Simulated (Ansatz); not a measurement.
Born–Oppenheimer molecular dynamics of H7NSi2 (10 atoms, charge 0, multiplicity 1). It starts from a relaxed structure.

The calculation used Ansatz 0.2.0, RKS PBE0-D4/6-31G*.

```json
{
  "ensemble": "NVT, Langevin thermostat",
  "time step": "0.5 fs",
  "steps asked": "250",
  "set temperature": "300 K",
  "friction": "0.005 /fs",
  "temperature schedule": "62 steps to 300 K, then 188 steps to 75 K",
  "seed": "743425"
}
```

First frame:

```xyz
10
Properties=species:S:1:pos:R:3
N -1.536 0.535 -0.741
Si 0.157 0.758 -0.412
Si 0.871 -0.992 0.963
H -1.840 -0.352 -1.121
H -2.041 1.293 -1.182
H 0.300 2.064 0.294
H 1.065 0.824 -1.606
H 0.568 -2.311 0.332
H 0.193 -0.952 2.290
H 2.345 -0.920 1.185
```

**Question.** How far do the bonds stretch over the last three quarters of this one trajectory? (Pairs bonded in most of those frames.)

**Answer.** 
```
   bond  mean (Å)  spread (Å)  shortest  longest
 N1–Si2     1.749       0.040      1.68     1.81
  N1–H4     1.013       0.016      0.97     1.05
  N1–H5     1.019       0.035      0.96     1.07
Si2–Si3     2.352       0.024      2.31     2.39
 Si2–H6     1.495       0.013      1.46     1.52
 Si2–H7     1.500       0.012      1.47     1.52
 Si3–H8     1.494       0.022      1.45     1.54
 Si3–H9     1.498       0.034      1.44     1.56
Si3–H10     1.497       0.020      1.46     1.53
```

Mean temperature of the second half: 194 K. The schedule's set-point averaged 150 K over the second half and the system 194 K, so it lags behind the ramp. A run of 0.12 ps of so small a system gives no equilibrium averages.

The run took 16 min on 1 thread of Intel(R) Xeon(R) Platinum 8259CL CPU @ 2.50GHz (Skylake/Cascade Lake) (shared host), peak memory 0.13 GiB.
